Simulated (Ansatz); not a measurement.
# B3: the cost of one run

Computed with Ansatz 0.2.0, Gaussian basis. Level: def2-QZVPP, all electrons in the functionals, frozen cores in the correlation of double hybrids and RPA.

Plan: wB97M-V, B2PLYP, at charge 0, quartet; charge 0, doublet; charge 0, sextet; charge 1, triplet; charge 1, quintet.

## Step 1: What is computed

The geometry is a PBE0/def2-TZVP stationary point (not a proven minimum).

3 atoms, charge 0, spin multiplicity 4.

Atoms are counted from 1 here; the program's logs count them from 0.

Bond lengths: B1–B2 1.522 Å, B2–B3 1.522 Å. Angles: B1–B2–B3 180.0°.

No dispersion term is added; wB97M-V holds VV10 nonlocal correlation.

The geometry shown and the zero of energy belong to the point charge 0, quartet. The yardstick, UCCSD(T), and other wave-function levels (R restricted, U unrestricted, valence and pair active spaces) come from earlier runs.

## Step 2: wB97M-V, charge 0, quartet

File in.yaml:

```yaml
crystal:
  periodic: [false, false, false]
  atoms:
    - {symbol: B, position_ang: [0.000000, 0.000000, 1.521500]}
    - {symbol: B, position_ang: [0.000000, 0.000000, 0.000000]}
    - {symbol: B, position_ang: [0.000000, 0.000000, -1.521500]}
basis:
  gaussian: {orbitals: "def2-QZVPP.json"}
magnetization: {spin_polarized: true, initial_magnetization: 3}
hamiltonian: {xc: {name: wB97M-V}}
output: {orbitals: {seedname: orbitals}}
```

Launch:

```sh
ansatz run in.yaml --threads 1 --pin off --events-out ev --progress --plain --max-ram 2393MiB
```

**Question.** How long does this run take on 1 thread of Arm Neoverse V2, shared host, and how much memory does it need?

About 22 s, with a peak of 0.43 GiB.
